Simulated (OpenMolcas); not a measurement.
# BNH4 (SMILES BN) at 6 levels

Aim: a comparison of 6 runs (HF/3-21G, BHLYP/def2-TZVPP, SVWN5/def2-TZVPP, revPBE/def2-TZVPP, MP2/def2-TZVPP, CCSD(T)/def2-TZVPP) of BNH4. 

Program for the calculation: OpenMolcas 26.06.

1 further run of the same task is left out (set aside as unsound or not needed).

### Step 1. Starting point

BNH4 has 6 atoms, charge 0, and is taken as a singlet. SMILES: `BN`. The coordinates come from a PBE0-D4/def2-TZVP relaxation.

Bond lengths: B1–N2 1.385 Å, B1–H3 1.197 Å, B1–H4 1.197 Å, N2–H5 1.006 Å, N2–H6 1.006 Å. Angles: B1–N2–H5 123.2°, B1–N2–H6 123.2°, N2–B1–H3 119.0°, N2–B1–H4 119.0°, H5–N2–H6 113.5°, H3–B1–H4 122.0°.

### Step 2. Energy and gradient at HF/3-21G (run 1)

run.input reads:

```
&gateway
baslib=$CurrDir
coord
6
angstrom
B       -0.128200      -0.679600      -0.025600
N        0.146100       0.677400       0.010800
H        0.225800      -1.368000       0.887500
H       -0.712000      -1.128700      -0.969200
H       -0.121600       1.313700      -0.720800
H        0.632000       1.121400       0.771300
basis=3-21G
group=NoSym
&seward
&scf
thresholds=1e-10 1e-07 1e-07 1e-05
prorbitals=1 1
&alaska
```

The basis set 3-21G is read from a file made from the Basis Set Exchange's data (not shown).

The run is started by

```
$ export MOLCAS_MEM=1860
$ pymolcas run.input > run.log
```

Log:

```text
--- Start Module: gateway ---
[...]
--- Stop Module: gateway /rc=_RC_ALL_IS_WELL_ ---
[...]
      Basis functions           26
[...]
--- Start Module: scf ---
[...]
       Convergence after  11 Iterations
[...]
::    Total SCF energy                                -81.0430936415
[...]
      Total spin, S                                     0.0000000000
[...]
      Total electronic charge=   16.000000
      Total            charge=   -0.000000
[...]
      Dipole Moment (debye):
      Origin of the operator (angstrom)=    0.0227    0.0669   -0.0056
                   X=  4.0923E-01               Y=  2.0264E+00               Z=  5.4304E-02           Total=  2.0680E+00
      Quadrupole Moment (debye*angstrom):
[...]
--- Stop Module: scf /rc=_RC_ALL_IS_WELL_ ---
--- Start Module: alaska ---
[...]
 *              Molecular gradients               *
 **************************************************
  Irreducible representation: a
 ------------------------------------------------------------------------------------------
                              X                       Y                       Z
 ------------------------------------------------------------------------------------------
  B1                2.84409054865953E-03    1.41690677339890E-02    3.66098809413587E-04
  N2               -4.05521038883472E-03   -2.02921165786387E-02   -4.75651701407703E-04
  H3                1.57065076647822E-03   -2.01808726596031E-04    3.03063554723382E-03
  H4               -1.48277271802666E-03    5.78472111482764E-04   -3.01270376444629E-03
  H5               -1.17869563647788E-03    3.33740654001957E-03   -3.40856984095073E-03
  H6                2.30193742819673E-03    2.40897891973324E-03    3.50019095015952E-03
 ------------------------------------------------------------------------------------------
[...]
```

Run time: 1.9 s. Hardware: 1 thread of Arm Neoverse V1, shared host; peak memory 0.37 GiB.

### Step 3. Energy and forces at BHLYP/def2-TZVPP (run 2)

test.input reads:

```
>>> EXPORT MOLCAS_PRINT=2

&GATEWAY
 BasLib=$CurrDir
 BasisSet
 B.def2-TZVPP....
 B1 -0.128200 -0.679600 -0.025600 angstrom
 End of Basis
 BasisSet
 N.def2-TZVPP....
 N2 0.146100 0.677400 0.010800 angstrom
 End of Basis
 BasisSet
 H.def2-TZVPP....
 H3 0.225800 -1.368000 0.887500 angstrom
 H4 -0.712000 -1.128700 -0.969200 angstrom
 H5 -0.121600 1.313700 -0.720800 angstrom
 H6 0.632000 1.121400 0.771300 angstrom
 End of Basis

&SEWARD
 GridInput
 Grid=UltraFine
 End of Grid

&SCF
 KSDFT=HYB_GGA_XC_BHANDHLYP
 Thresholds=1e-10 1e-07 1e-07 1e-05
 PrOrbitals=1

&ALASKA
```

The basis set def2-TZVPP is read from a file made from the Basis Set Exchange's data (not shown).

The run is started by

```
$ export MOLCAS_MEM=1860
$ pymolcas test.input > test.log
```

Log:

```text
--- Start Module: gateway ---
[...]
--- Stop Module: gateway /rc=_RC_ALL_IS_WELL_ ---
[...]
      Basis functions          118
[...]
--- Start Module: scf ---
[...]
       Convergence after  11 Iterations
[...]
::    Total KS-DFT energy                             -82.0267451414
[...]
      Total spin, S                                     0.0000000000
[...]
      Total electronic charge=   16.000000
      Total            charge=   -0.000000
[...]
      Dipole Moment (debye):
      Origin of the operator (angstrom)=    0.0227    0.0669   -0.0056
                   X=  3.6706E-01               Y=  1.8174E+00               Z=  4.8675E-02           Total=  1.8547E+00
      Quadrupole Moment (debye*angstrom):
[...]
--- Stop Module: scf /rc=_RC_ALL_IS_WELL_ ---
[...]
--- Start Module: alaska ---
[...]
 *              Molecular gradients               *
 **************************************************
  Irreducible representation: a
 ------------------------------------------------------------------------------------------
                              X                       Y                       Z
 ------------------------------------------------------------------------------------------
  B1                2.11122647444384E-05    1.92295572658097E-04   -8.17013116144460E-06
  N2               -8.98651958470054E-04   -4.65654058542153E-03   -5.74667159868869E-05
  H3                1.72601663061156E-03   -2.76935294173541E-03    4.23636811412242E-03
  H4               -2.61073868628414E-03   -1.66182266675574E-03   -4.34782173200188E-03
  H5               -2.23818238504669E-03    5.26345905380854E-03   -6.09599273360217E-03
  H6                4.00044413444145E-03    3.63196156747203E-03    6.27308319861841E-03
 ------------------------------------------------------------------------------------------
[...]
```

Wall time 45 s (1 thread of Arm Neoverse V1, shared host); peak memory 0.74 GiB.

Runs 3 to 5 aren't shown in full; the table further down has their settings and results.

### Step 4. A single-point energy at CCSD(T)/def2-TZVPP (Cholesky decomposition) (run 6)

geom.xyz reads:

```xyz
6

B     -0.128200    -0.679600    -0.025600
N      0.146100     0.677400     0.010800
H      0.225800    -1.368000     0.887500
H     -0.712000    -1.128700    -0.969200
H     -0.121600     1.313700    -0.720800
H      0.632000     1.121400     0.771300
```

run.input reads:

```
&GATEWAY
BasLib
$CurrDir
Coord
geom.xyz
Basis
def2-TZVPP
Group
NoSym
&SEWARD
High
&SCF
Thresholds
1e-10 1e-07 1e-07 1e-05
PrOrbitals
0
&CHCC
Frozen
2
Threshold
1e-08
MaxIterations
80
&CHT3
Frozen
2
```

The basis set def2-TZVPP is read from a file made from the Basis Set Exchange's data (not shown).

The run is started by

```
$ export MOLCAS_MEM=1860
$ pymolcas run.input > run.log
```

Log:

```text
--- Start Module: gateway ---
[...]
--- Stop Module: gateway /rc=_RC_ALL_IS_WELL_ ---
[...]
      Basis functions          118
[...]
       Convergence after  11 Iterations
[...]
::    Total SCF energy                                -81.5296717670
[...]
      Total spin, S                                     0.0000000000
[...]
      Total electronic charge=   16.000000
      Total            charge=   -0.000000
[...]
      Dipole Moment (debye):
      Origin of the operator (angstrom)=    0.0227    0.0669   -0.0056
                   X=  3.4168E-01               Y=  1.6919E+00               Z=  4.5308E-02           Total=  1.7266E+00
      Quadrupole Moment (debye*angstrom):
[...]
--- Start Module: chcc ---
[...]
--- Stop Module: chcc /rc=_RC_ALL_IS_WELL_ ---
[...]
--- Start Module: cht3 ---
[...]
--- Stop Module: cht3 /rc=_RC_ALL_IS_WELL_ ---
[...]
```

Wall time 7.9 min (1 thread of Arm Neoverse V1, shared host); peak memory 0.34 GiB.

### Step 5. Overview of the runs

```
run                                        level  integration grid      task  energy (Eh)  dipole moment (D) of the reference  HOMO energy (eV)  LUMO energy (eV)  wall time
  1                                     HF/3-21G                 –  gradient   -81.043094                                2.07            -11.85              4.72      1.9 s
  2                             BHLYP/def2-TZVPP         UltraFine  gradient   -82.026745                                1.85             -9.94              1.16       45 s
  3                             SVWN5/def2-TZVPP         UltraFine  gradient   -81.301186                                2.10             -7.48             -0.99       36 s
  4                            revPBE/def2-TZVPP         UltraFine  gradient   -82.044817                                2.06             -7.27             -0.66       50 s
  5                               MP2/def2-TZVPP                 –    energy   -81.856369                                1.73            -11.98              3.29       15 s
  6  CCSD(T)/def2-TZVPP (Cholesky decomposition)                 –    energy   -81.891559                                1.73            -11.98              3.29    7.9 min
```

### Step 6. Summary of results

| quantity | value |
| --- | --- |
| run 6: total energy | -81.89156 Eh |
| run 6: dipole moment (mean-field density) | 1.73 D |
| run 6: HOMO energy (Hartree–Fock orbitals) | -11.98 eV |
| run 6: LUMO energy (Hartree–Fock orbitals) | 3.29 eV |
| run 6: HOMO–LUMO gap (Hartree–Fock orbitals) | 15.27 eV |
| run 6: correlation energy (2 core orbitals frozen) | -361.9 mEh |
| run 6: (T) correction | -12.04 mEh |

Over runs 1, 2, 3, 4 the dipole moment (its size) runs from 1.85 D (BHLYP/def2-TZVPP) to 2.10 D (SVWN5/def2-TZVPP). Over runs 1, 2, 3, 4 the HOMO–LUMO gap runs from 6.49 eV (SVWN5/def2-TZVPP) to 16.58 eV (HF/3-21G). The two ends differ in method and basis. Totals of different functionals can't be ranked against each other. All runs together took 10 min, the longest 7.9 min.
